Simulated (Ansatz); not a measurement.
## Multireference treatment of CH₄S, singlet

Computed with Ansatz's Gaussian-basis code (development build). Basis cc-pVDZ on C/H, cc-pV(D+d)Z on S, nonrelativistic, 6 orbitals frozen in the corrections. State-specific CASSCF; RHF is the lowest restricted (open-shell) Hartree–Fock solution met. Solutions may break the symmetry of the shape. No proof that the lowest CASSCF solution was found.

Geometry:

```xyz
6

C     0.0000   -0.0162   -1.3875
S     0.0000    0.0844    0.7874
H     0.0000   -1.2378    1.0072
H     0.0000    1.0129   -1.7474
H     0.8923   -0.5145   -1.7666
H    -0.8923   -0.5145   -1.7666
```

(1) What do CASSCF and its corrections give against RHF in CAS(2,2), and what are the occupations?

(2) How do single-reference totals in the same basis and frozen core stand against SC-NEVPT2 in CAS(2,2)?

Answers

(1) CASSCF -0.715 eV, SC-NEVPT2 -7.945 eV; occupations 1.93, 0.07.

(2) CCSD(T) -1.243 eV. Coupled cluster stands on the determinant that it favours, which can lie over the RHF solution above, and is in doubt where the occupations are far from 0, 1 and 2.
